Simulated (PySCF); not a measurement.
FHO.
SMILES: `OF`

Level of theory: PBE0-D3(BJ)/def2-SVP geometry optimisation, gas phase (PySCF).

Masses are those of the commonest isotopes; rigid-rotor values at the optimised geometry. 

Task: What are A, B and C (MHz)?

Result: Ia = 0.86, Ib = 17.93, Ic = 18.78 u·Å²; 505379 MHz·u·Å²/I gives A = 589226, B = 28192, C = 26904 MHz.

Task: Classify the top.

Result: A near-prolate asymmetric top: κ = (2 × 28192 − 589226 − 26904)/(589226 − 26904) = -1.00.

Task: Which types of transition are allowed, and where do some lines up to J = 3 fall?

Result: The dipole components are |μa| = 0.97 D, |μb| = 1.77 D, |μc| = 0.00 D; the mirror of this Cs structure is the ab plane, so μc vanishes by symmetry and there are no c-type lines. The squared components, which scale the intensities, stand as 0.30 : 1.00 (a : b). Some lines, for components of 0.1 D or more:

| type | branch | J(Ka,Kc) | MHz | lower level (cm⁻¹) |
| --- | --- | --- | --- | --- |
| a | Q | 1(1,0) ← 1(1,1) | 1287 | 20.552 |
| a | Q | 2(1,1) ← 2(1,2) | 3862 | 24.185 |
| a | Q | 3(1,2) ← 3(1,3) | 7724 | 29.634 |
| a | R | 1(0,1) ← 0(0,0) | 55096 | 0.000 |
| a | R | 2(1,1) ← 1(1,0) | 111480 | 20.595 |
| a | R | 3(0,3) ← 2(0,2) | 165280 | 5.513 |
| a | R | 3(2,2) ← 2(2,1) | 165289 | 80.456 |
| a | R | 3(2,1) ← 2(2,0) | 165297 | 80.456 |
| a | R | 3(1,2) ← 2(1,1) | 167218 | 24.313 |
| b | Q | 2(1,1) ← 2(0,2) | 563611 | 5.513 |
| b | Q | 3(1,2) ← 3(0,3) | 565550 | 11.026 |
| b | R | 1(1,1) ← 0(0,0) | 616131 | 0.000 |
| b | R | 2(1,2) ← 1(0,1) | 669940 | 1.838 |
| b | R | 3(1,3) ← 2(0,2) | 723106 | 5.513 |
| b | Q | 2(2,0) ← 2(1,1) | 1683106 | 24.313 |
| b | Q | 2(2,1) ← 2(1,2) | 1686966 | 24.185 |
| b | R | 2(2,1) ← 1(1,0) | 1794584 | 20.595 |
| b | R | 2(2,0) ← 1(1,1) | 1795873 | 20.552 |
| b | R | 3(2,2) ← 2(1,1) | 1848393 | 24.313 |
| b | R | 3(2,1) ← 2(1,2) | 1852266 | 24.185 |
| b | Q | 3(3,0) ← 3(2,1) | 2808382 | 85.970 |
| b | R | 3(3,1) ← 2(2,0) | 2973679 | 80.456 |
| b | R | 3(3,0) ← 2(2,1) | 2973682 | 80.456 |

Task: Estimate the classical rotational partition function at 200 K.

Result: Point group Cs, symmetry number σ = 1; q = (√π/σ)·√((kT/h)³/(ABC)), k/h = 20836.6 MHz/K: 713 at 200 K.

Not checked by PBE0-D3(BJ)/def2-SVP frequencies. Zero-point vibration and centrifugal distortion are left out.
